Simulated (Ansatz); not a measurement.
in.yaml

```yaml
crystal:
  periodic: [false, false, false]
  atoms:
    - {symbol: W, position_ang: [0.000000, 0.000000, 0.000000]}
    - {symbol: O, position_ang: [0.000000, 0.000000, 1.631200]}
basis:
  gaussian: {orbitals: def2-TZVPP}
total_charge: 1
magnetization: {spin_polarized: false, initial_magnetization: 3}
correlation: {method: ccsdt_q, electrons: outside_noble_gas}
```

```sh
$ ansatz run in.yaml --threads 2 --pin off --events-out ev --progress --plain --max-ram 24576MiB --backend cuda --devices 0, --max-vram 18GiB
```

The program prints:

```
1060 factors; integrals over basis functions are off by at most 1.8e-7 eV
mean field evaluation 1: about -3821.9642 eV, gradient 8.8e1 eV
mean field evaluation 2: about -3821.9720 eV, gradient 8.8e1 eV
mean field evaluation 4: about -3832.8927 eV, gradient 4.1e1 eV
mean field evaluation 8: about -3836.6962 eV, gradient 7.6e-1 eV
mean field evaluation 16: about -3836.7006 eV, gradient 2.2e-6 eV
mean field evaluation 32: about -3836.6896 eV, gradient 8.0e-1 eV
mean field evaluation 64: about -3830.0700 eV, gradient 4.6e0 eV
mean field evaluation 96: about -3830.6414 eV, gradient 5.4e-3 eV
mean field evaluation 128: about -3831.2952 eV, gradient 4.1e-1 eV
mean field evaluation 160: about -3834.8024 eV, gradient 1.0e-1 eV
...
cycle  14  -10.65185055 eV  change    6.2e-5 eV  update   6.7e-5
cycle  15  -10.65199382 eV  change   -1.4e-4 eV  update   3.7e-5
cycle  16  -10.65201025 eV  change   -1.6e-5 eV  update   2.2e-5
cycle  17  -10.65199351 eV  change    1.7e-5 eV  update   1.4e-5
cycle  18  -10.65199035 eV  change    3.2e-6 eV  update   9.5e-6
cycle  19  -10.65198967 eV  change    6.8e-7 eV  update   5.9e-6
cycle  20  -10.65198259 eV  change    7.1e-6 eV  update   3.5e-6
cycle  21  -10.65197717 eV  change    5.4e-6 eV  update   2.2e-6
cycle  22  -10.65197945 eV  change   -2.3e-6 eV  update   1.3e-6
cycle  23  -10.65197952 eV  change   -7.3e-8 eV  update   9.3e-7
perturbative correction 0.01534973 eV, 0.0005640923 hartree
Total energy: -3847.33721086 eV, -141.3870346801 hartree
```

Ran on 2 threads of AMD EPYC 7R13 with a shared H100 80 GB, shared host: 15 s wall, 1 GiB peak host memory.
